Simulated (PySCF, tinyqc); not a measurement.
RKS/LDA (PW92) in the sto-3g basis, for OH-, spin multiplicity 1, step by step. The basis has no diffuse functions, so it cannot describe the extra electron: this is an exercise in the method, not the real anion. The lowest restricted solution is unstable here: a spin-polarised one lies 0.0042 hartree lower (PySCF). One step of it, computed by the program tinyqc.

Problem. Iteration 1: building the Kohn-Sham matrix. J_ij = sum D_kl (ij|kl); F = H + J + V_xc; E = tr D H + tr D J / 2 + E_xc + E_nn.

D at the start, order 1O 1s, 1O 2s, 1O 2px, 1O 2py, 1O 2pz, 2H 1s:
```
[[2.119507, -0.505747, 0.000000, 0.000000, -0.004624, 0.022217],
 [-0.505747, 2.140056, 0.000000, 0.000000, 0.024226, -0.091403],
 [0.000000, 0.000000, 2.000000, 0.000000, 0.000000, 0.000000],
 [0.000000, 0.000000, 0.000000, 2.000000, 0.000000, 0.000000],
 [-0.004624, 0.024226, 0.000000, 0.000000, 2.026679, -0.121334],
 [0.022217, -0.091403, 0.000000, 0.000000, -0.121334, 0.011046]]
```

core Hamiltonian H = T + V (hartree), order 1O 1s, 1O 2s, 1O 2px, 1O 2py, 1O 2pz, 2H 1s:
```
[[-31.923993, -7.424170, 0.000000, 0.000000, -0.004841, -0.304349],
 [-7.424170, -8.552519, 0.000000, 0.000000, -0.061092, -0.847496],
 [0.000000, 0.000000, -6.750719, 0.000000, 0.000000, 0.000000],
 [0.000000, 0.000000, 0.000000, -6.750719, 0.000000, 0.000000],
 [-0.004841, -0.061092, 0.000000, 0.000000, -6.776886, -0.724040],
 [-0.304349, -0.847496, 0.000000, 0.000000, -0.724040, -2.932654]]
```

Two-electron integrals (ij|kl) in chemists' order, unique and non-zero (hartree):
```
(11|11) 4.785065   (21|11) 0.741380   (21|21) 0.136873   (22|11) 1.118947
(22|21) 0.256633   (22|22) 0.817206   (31|31) 0.024477   (32|31) 0.037809
(32|32) 0.180518   (33|11) 1.115814   (33|21) 0.256684   (33|22) 0.817023
(33|33) 0.880159   (41|41) 0.024477   (42|41) 0.037809   (42|42) 0.180518
(43|43) 0.047444   (44|11) 1.115814   (44|21) 0.256684   (44|22) 0.817023
(44|33) 0.785270   (44|44) 0.880159   (51|51) 0.024477   (52|51) 0.037809
(52|52) 0.180518   (53|53) 0.047444   (54|54) 0.047444   (55|11) 1.115814
(55|21) 0.256684   (55|22) 0.817023   (55|33) 0.785270   (55|44) 0.785270
(55|55) 0.880159   (61|11) 0.030466   (61|21) 0.005582   (61|22) 0.010417
(61|33) 0.010402   (61|44) 0.010402   (61|51) 0.000236   (61|52) 0.000449
(61|55) 0.010447   (61|61) 0.000230   (62|11) 0.094731   (62|21) 0.022091
(62|22) 0.080853   (62|33) 0.079476   (62|44) 0.079476   (62|51) 0.001611
(62|52) 0.013837   (62|55) 0.083525   (62|61) 0.000918   (62|62) 0.011246
(63|31) 0.002038   (63|32) 0.012846   (63|53) 0.002717   (63|63) 0.001420
(64|41) 0.002038   (64|42) 0.012846   (64|54) 0.002717   (64|64) 0.001420
(65|11) 0.079689   (65|21) 0.018791   (65|22) 0.073546   (65|33) 0.070635
(65|44) 0.070635   (65|51) 0.003108   (65|52) 0.023632   (65|55) 0.079283
(65|61) 0.000803   (65|62) 0.012460   (65|65) 0.015061   (66|11) 0.308236
(66|21) 0.072946   (66|22) 0.307075   (66|33) 0.299214   (66|44) 0.299214
(66|51) 0.004765   (66|52) 0.058856   (66|55) 0.322666   (66|61) 0.003027
(66|62) 0.061305   (66|65) 0.078792   (66|66) 0.774606
```

nuclear repulsion = 2.46990530 hartree

V_xc (hartree), order 1O 1s, 1O 2s, 1O 2px, 1O 2py, 1O 2pz, 2H 1s:
```
[[-2.937029, -0.428987, 0.000000, 0.000000, -0.000149, -0.017722],
 [-0.428987, -0.839056, 0.000000, 0.000000, -0.000213, -0.067455],
 [0.000000, 0.000000, -0.834391, 0.000000, 0.000000, 0.000000],
 [0.000000, 0.000000, 0.000000, -0.834391, 0.000000, 0.000000],
 [-0.000149, -0.000213, 0.000000, 0.000000, -0.834253, -0.053427],
 [-0.017722, -0.067455, 0.000000, 0.000000, -0.053427, -0.110951]]
```

E_xc = sum of w rho eps_xc = -9.55804025 hartree

Give: Coulomb J; Kohn-Sham matrix F; total energy of this density.

Solution.

Coulomb J (hartree), order 1O 1s, 1O 2s, 1O 2px, 1O 2py, 1O 2pz, 2H 1s:
```
[[18.4794, 3.5215, 0.0000, 0.0000, 0.0006, 0.1437],
 [3.5215, 8.7561, 0.0000, 0.0000, 0.0008, 0.8349],
 [0.0000, 0.0000, 8.7483, 0.0000, 0.0000, 0.0000],
 [0.0000, 0.0000, 0.0000, 8.7483, 0.0000, 0.0000],
 [0.0006, 0.0008, 0.0000, 0.0000, 8.7482, 0.7466],
 [0.1437, 0.8349, 0.0000, 0.0000, 0.7466, 3.0686]]
```

Kohn-Sham matrix F (hartree), order 1O 1s, 1O 2s, 1O 2px, 1O 2py, 1O 2pz, 2H 1s:
```
[[-16.3816, -4.3316, 0.0000, 0.0000, -0.0044, -0.1784],
 [-4.3316, -0.6355, 0.0000, 0.0000, -0.0605, -0.0800],
 [0.0000, 0.0000, 1.1632, 0.0000, 0.0000, 0.0000],
 [0.0000, 0.0000, 0.0000, 1.1632, 0.0000, 0.0000],
 [-0.0044, -0.0605, 0.0000, 0.0000, 1.1371, -0.0309],
 [-0.1784, -0.0800, 0.0000, 0.0000, -0.0309, 0.0250]]
```

total energy of this density = -72.613721 hartree
